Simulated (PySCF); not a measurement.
**Where CCSD(T) holds and where it slips**

Each species is computed at the geometry given (Å), with frozen cores, in PySCF 2.14.0: RHF-CCSD(T) for singlets, UHF-CCSD(T) otherwise, and full CI in the same basis. The script picks the determinant by trial CCSD, so it needn't be the lowest Hartree–Fock solution. States: SiC triplet Π, SiH4⁺ doublet A1, Al2H doublet A', [H···H···SiH2] singlet A', SiH4⁺ doublet Ag. Cases whose determinant has another symmetry than full CI's state, or whose (Q) step broke down, weren't drawn.

Task: Judging by size, spin and bonding and the diagnostics given, rank them by the size of CCSD(T)'s error in total energy against full CI in the same basis, smallest first (an estimate).
A. SiC, triplet, 6-31G: Si 0.000 0.000 0.000; C 0.000 0.000 1.525. T1 0.075, (T) -96 meV in a correlation energy of -3.07 eV
B. SiH₄⁺, doublet, 6-31G: Si 0.000 0.013 -0.013; H -0.011 1.103 1.071; H -0.023 -1.471 1.480; H 0.017 1.096 -1.103; H 0.011 -1.078 -1.096. T1 0.021, (T) -28 meV in a correlation energy of -2.09 eV
C. [H···H···SiH2], singlet, 6-31G: H -2.716 0.055 0.000; H -2.023 0.055 0.000; Si 0.118 0.055 0.000; H 0.730 -0.819 1.090; H 0.730 -0.819 -1.090. T1 0.010, (T) -21 meV in a correlation energy of -2.46 eV
D. SiH₄⁺, doublet, 6-31G: Si 0.000 0.000 0.000; H -0.014 1.414 1.405; H -0.022 -1.405 1.414; H 0.022 1.405 -1.414; H 0.014 -1.414 -1.405. T1 0.058, (T) -79 meV in a correlation energy of -2.85 eV
E. Al₂H, doublet, 6-31G: Al -1.102 0.000 0.735; Al 1.094 0.000 -0.797; H 0.226 0.000 1.661. T1 0.030, (T) -46 meV in a correlation energy of -2.25 eV

Result: C (9.7 meV), B (17.5 meV), E (24.9 meV), A (53.8 meV), D (76.8 meV).

```csv
species,basis,correlated electrons,CCSD(T) − full CI (meV),CCSDT(Q) − full CI (meV),unpaired electrons (full CI),T1,⟨S²⟩ of the determinant
"[H···H···SiH2], singlet",6-31G,8,9.7,0.7,0.05,0.010,0.00
"SiH4⁺, doublet",6-31G,7,17.5,–,1.05,0.021,0.82
"Al2H, doublet",6-31G,7,24.9,–,1.12,0.030,0.81
"SiC, triplet",6-31G,8,53.8,–,2.12,0.075,2.30
"SiH4⁺, doublet",6-31G,7,76.8,–,1.27,0.058,1.09
```

Unpaired electrons are Σ n²(2−n)² over natural occupations; an open shell counts its own unpaired electrons too. Frozen cores follow each run's orbitals, which moves totals by a few meV. A dash: (Q) wasn't run for open shells.
